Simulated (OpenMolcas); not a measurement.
**An input for doublet C2H7Al−**

C2H7Al−: 10 atoms, total charge -1, spin state doublet. SMILES of the parent species: `[CH3][AlH][CH3]`. The shape is that of a PBE0-D4/def2-TZVP optimisation. That shape belongs to the parent species and isn't relaxed for this state.

```
atom    x (Å)    y (Å)    z (Å)
   C  -1.2191   0.9236  -0.7833
  Al   0.4968   0.0218  -0.5364
   C   0.9039  -0.9490   1.1097
   H  -2.0540   0.2332  -0.6212
   H  -1.3370   1.3685  -1.7738
   H  -1.3403   1.7237  -0.0436
   H   1.6057   0.0788  -1.6812
   H   0.0690  -0.9800   1.8140
   H   1.2019  -1.9809   0.8943
   H   1.7563  -0.4909   1.6245
```

Settings wanted:

```
method                    : DFT
reference                 : UKS
integral approximation    : none
basis set                 : 6-31G*
task                      : energy
functional                : B3LYP
dispersion                : none
nucleus                   : point
integration grid          : UltraFine
SCF convergence threshold : 1e-10
d and f functions         : spherical
```

**Question.** Write the OpenMolcas 26.06 input and the command.

**Answer.** This one ran through:

geom.xyz:
```
10

C     -1.219100     0.923600    -0.783300
Al     0.496800     0.021800    -0.536400
C      0.903900    -0.949000     1.109700
H     -2.054000     0.233200    -0.621200
H     -1.337000     1.368500    -1.773800
H     -1.340300     1.723700    -0.043600
H      1.605700     0.078800    -1.681200
H      0.069000    -0.980000     1.814000
H      1.201900    -1.980900     0.894300
H      1.756300    -0.490900     1.624500
```

calc.inp:
```
* C2H7Al Kohn-Sham DFT
>>> EXPORT MOLCAS_PRINT=2

&GATEWAY
  BasLib=$CurrDir
  Coord=geom.xyz
  Basis=6-31Gs
  Group=NoSym

&SEWARD
  GridInput
  Grid=UltraFine
  End of Grid

&SCF
  UHF
  Charge=-1
  Spin=2
  KSDFT=B3LYP
  Thresholds=1e-10 1e-07 1e-07 1e-05
  PrOrbitals=1 2
```

```bash
$ export MOLCAS_MEM=1860
$ pymolcas calc.inp > calc.log
```

(Basis files named in the input come from the Basis Set Exchange and aren't shown.)

Calculated total energy: -322.82530 Eh. The HOMO lies above zero, from self-interaction, a short basis or an unbound electron. Without diffuse functions such a state is poorly described.
